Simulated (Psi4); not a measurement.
**AlCl (aluminium monochloride) at TPSS/def2-TZVP (sweep point 6)**

What is the vertical ionisation energy of AlCl (aluminium monochloride) at TPSS/def2-TZVP (sweep point 6)? 

Program for the calculation: Psi4 1.11.

4 further runs of the same task are left out: 4 set aside as unsound or not needed.

## 1. The structure to begin with

AlCl: 2 atoms, total charge 0, spin state singlet. SMILES: `[Al][Cl]`. Geometry: the measured bond length.

Bond lengths: Al1–Cl2 2.130 Å.

## 2. A single-point energy at TPSS/def2-TZVP (sweep point 6)

The input, alcl.py:

```python
import psi4

psi4.set_memory(1600000000)
psi4.set_num_threads(1)
psi4.set_output_file('output.dat', False)

geom = psi4.geometry("""
0 1
Al     0.000000     0.000000     0.000000
Cl     0.000000     0.000000     2.130113
symmetry c1
""")

psi4.set_options({
    'puream': True,
    'scf_type': 'pk',
    'dft_radial_points': 99,
    'dft_spherical_points': 590,
})

energy_value = psi4.energy("tpss/def2-TZVP")
print(f'tpss/def2-TZVP energy: {energy_value:.10f} Eh')
```

The run is started by

```console
$ python alcl.py
```

output.dat:

```text
[...]
  Running in c1 symmetry.
[...]
  Nuclear repulsion =   54.902328448335837
[...]
  Multiplicity = 1
[...]
  Nalpha       = 15
  Nbeta        = 15
[...]
    Number of basis functions: 74
[...]
   @RKS iter   1:  -702.67508969134235   -2.47379e-01   5.99740e-03 DIIS/ADIIS
[...]
   @RKS iter   8:  -702.73845404700819   -1.89618e-09   1.25541e-07 DIIS
[...]
    Orbital Energies [Eh]
    ---------------------
    Doubly Occupied:
       1A   -100.971359     2A    -55.648850     3A     -9.223567
       4A     -6.997054     5A     -6.995616     6A     -6.995616
       7A     -4.009856     8A     -2.580249     9A     -2.580249
      10A     -2.575291    11A     -0.745900    12A     -0.370174
      13A     -0.296233    14A     -0.296233    15A     -0.224397
[...]
  @RKS Final Energy:  -702.73845404700819
   => Energetics <=
    Nuclear Repulsion Energy =             54.9023284483358367
    One-Electron Energy =               -1082.3170443173862623
    Two-Electron Energy =                 371.6030035290340265
    DFT Exchange-Correlation Energy =     -46.9267417069916988
    Empirical Dispersion Energy =           0.0000000000000000
    VV10 Nonlocal Energy =                  0.0000000000000000
    Total Energy =                       -702.7384540470081902
[...]
 Multipole Moments:
 ------------------------------------------------------------------------------------
     Multipole            Electronic (a.u.)      Nuclear  (a.u.)        Total (a.u.)
 ------------------------------------------------------------------------------------
 L = 1.  Multiply by 2.5417464519 to convert [e a0] to [Debye]
 Dipole X            :         -0.0000000            0.0000000           -0.0000000
 Dipole Y            :          0.0000000            0.0000000            0.0000000
 Dipole Z            :         -0.7520258            0.2658241           -0.4862016
 Magnitude           :                                                    0.4862016
[...]
```

On the terminal:

```text
tpss/def2-TZVP energy: -702.7384540470 Eh
```

Run time: 12 s. Hardware: 1 thread of AMD EPYC 7R43 (Zen 3), shared host; peak memory 0.75 GiB.

## 3. The doublet cation

The input, job.py:

```python
import psi4

psi4.set_memory(1600000000)
psi4.set_num_threads(1)
psi4.set_output_file('psi4.out', False)

m = psi4.geometry("""
1 2
Al     0.000000     0.000000     0.000000
Cl     0.000000     0.000000     2.130113
symmetry c1
""")

psi4.set_options(dict(reference='uks', puream=True, scf_type='pk', dft_radial_points=99, dft_spherical_points=590, maxiter=150))

e, wfn = psi4.energy("tpss/def2-TZVP", return_wfn=True)
print('E =', round(e, 9))
```

The run is started by

```console
$ python job.py
```

psi4.out:

```text
[...]
  Running in c1 symmetry.
[...]
  Nuclear repulsion =   54.902328448335837
[...]
  Multiplicity = 2
[...]
  Nalpha       = 15
  Nbeta        = 14
[...]
    Number of basis functions: 74
[...]
   @UKS iter   1:  -702.34876434363446    7.89466e-02   5.25038e-03 ADIIS/DIIS
[...]
   @UKS iter   9:  -702.40419078728894   -1.50762e-07   7.72599e-07 DIIS
[...]
   @S^2 Observed:                7.525402074E-01
[...]
    Orbital Energies [Eh]
    ---------------------
    Alpha Occupied:
       1A   -101.227151     2A    -55.981744     3A     -9.475831
       4A     -7.254519     5A     -7.246226     6A     -7.246226
       7A     -4.337529     8A     -2.908174     9A     -2.908174
      10A     -2.903485    11A     -0.988850    12A     -0.626396
      13A     -0.525564    14A     -0.525564    15A     -0.509604
    Alpha Virtual:
      16A     -0.336439    17A     -0.336439    18A     -0.238229
      19A     -0.103757    20A     -0.099674    21A     -0.099673
      22A     -0.087429    23A     -0.087429    24A     -0.050334
      25A     -0.025223    26A     -0.025222    27A     -0.001489
[...]
  @UKS Final Energy:  -702.40419078728894
   => Energetics <=
    Nuclear Repulsion Energy =             54.9023284483358367
    One-Electron Energy =               -1074.0860850959591062
    Two-Electron Energy =                 363.4532221360549897
    DFT Exchange-Correlation Energy =     -46.6736562757206741
    Empirical Dispersion Energy =           0.0000000000000000
    VV10 Nonlocal Energy =                  0.0000000000000000
    Total Energy =                       -702.4041907872889396
[...]
 Multipole Moments:
 ------------------------------------------------------------------------------------
     Multipole            Electronic (a.u.)      Nuclear  (a.u.)        Total (a.u.)
 ------------------------------------------------------------------------------------
 L = 1.  Multiply by 2.5417464519 to convert [e a0] to [Debye]
 Dipole X            :         -0.0000000            0.0000000           -0.0000000
 Dipole Y            :         -0.0000000            0.0000000           -0.0000000
 Dipole Z            :         -2.5686864            0.2658241           -2.3028623
 Magnitude           :                                                    2.3028623
[...]
```

On the terminal:

```text
E = -702.404190787
```

Wall time 20 s (1 thread of AMD EPYC 7R43 (Zen 3), shared host); peak memory 0.74 GiB.

## 4. Summary of results

Level: TPSS/def2-TZVP (sweep point 6).

```
                                          quantity          value
                        singlet AlCl: total energy  -702.73845 Eh
                       singlet AlCl: dipole moment         1.24 D
                         singlet AlCl: HOMO energy       -6.11 eV
                         singlet AlCl: LUMO energy       -2.28 eV
                       singlet AlCl: HOMO–LUMO gap        3.83 eV
                      doublet cation: total energy  -702.40419 Eh
doublet cation: HOMO energy (highest over α and β)      -13.87 eV
 doublet cation: LUMO energy (lowest over α and β)      -12.32 eV
                              doublet cation: ⟨S²⟩          0.753
vertical ionisation energy (to the doublet cation)       9.096 eV
```

In words: Removing an electron at fixed nuclei costs 9.10 eV (878 kJ/mol). −ε(HOMO) before ionisation, 6.11 eV, is 2.99 eV below this ionisation energy.
